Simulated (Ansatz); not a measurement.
Energy needed to pull apart C4H4O (SMILES C#CCC=O), closed shell, into free ground-state atoms, from the structure below (displaced at random from its PBE0-D4/def2-TZVP minimum); no zero-point or spin–orbit terms; open-shell atoms are treated unrestricted, in their ground-state multiplicity.

```xyz
9
angstrom
C -2.1511 0.1072 -0.1427
C -0.9955 -0.2308 0.0969
C 0.4092 -0.5413 0.2837
C 1.3227 0.5599 -0.2545
O 2.3679 0.3102 -0.7690
H -3.1515 0.3370 -0.3114
H 0.7174 -1.4493 -0.1935
H 0.6082 -0.6356 1.3989
H 0.9902 1.5840 -0.1303
```

Computed with Ansatz 0.2.0 (basis: def2-TZVPP); correlated methods freeze the cores.

```json
{"method": "PBE-D4", "atomization energy (eV)": "43.18"}
{"method": "r2SCAN-D4", "atomization energy (eV)": "?"}
{"method": "PBE0-D4", "atomization energy (eV)": "41.94"}
{"method": "wB97M-V", "atomization energy (eV)": "41.65"}
{"method": "HF", "atomization energy (eV)": "29.56"}
{"method": "MP2", "atomization energy (eV)": "?"}
{"method": "CCSD", "atomization energy (eV)": "39.59"}
{"method": "CCSD(T)", "atomization energy (eV)": "40.43"}
```

Question: What does MP2 give? (An estimate is asked for; the value comes from the calculation.)

Answer: By the calculation: 41.70 eV, which is about 1.27 eV more than CCSD(T)/def2-TZVPP.

Question: What does r2SCAN-D4 give? (Judge from chemistry; the value comes from the calculation.)

Answer: The calculation gives: 41.70 eV, which is about 1.27 eV more than CCSD(T)/def2-TZVPP.

In triple zeta the MP2 and coupled-cluster atomization energies are still short of their basis limit by a few kcal/mol a bond, whereas those of the functionals are nearly converged, so these differences are not deviations from converged CCSD(T).

T1 diagnostic: at most 0.015.

For scale, one of the runs: CCSD(T)/def2-TZVPP forces, 211 basis functions (an equivalent command: `ansatz run in.yaml --threads 4`). The run took 10 min on 4 CPU threads (shared host), with 6.2 GiB of host memory at its peak.
